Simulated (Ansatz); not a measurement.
System: sum formula HOCl, net charge 1, doublet state. 
Structure (B3LYP-D3(BJ)/def2-TZVP (Ansatz, a program for electronic structure) minimum search):
```
O
H 1 0.9943
Cl 1 1.5802 2 110.10
```
Charge +1, spin multiplicity 2.

Basis-set convergence of Hartree-Fock and CCSD correlation energies (hartree) with Ansatz. Cores are frozen in the correlated levels unless marked. UHF or UKS for open shells. No spin-orbit coupling. No relativistic terms.

```tsv
basis	functions	E(HF)	E(corr, CCSD)
cc-pV(D+d)Z	42	-534.49096	-0.34340
cc-pV(T+d)Z	83	-534.54193	-0.43598
cc-pV(Q+d)Z	149	-534.55253	-0.46633
```

Extrapolating the two largest sets (X = 3 and 4) as X^-3: E(corr) = (64·(-0.46633) - 27·(-0.43598))/37 = -0.4885 Eh, an estimate of the basis-set limit. The largest set recovers 95.5 % of it, the smallest 70.3 %.
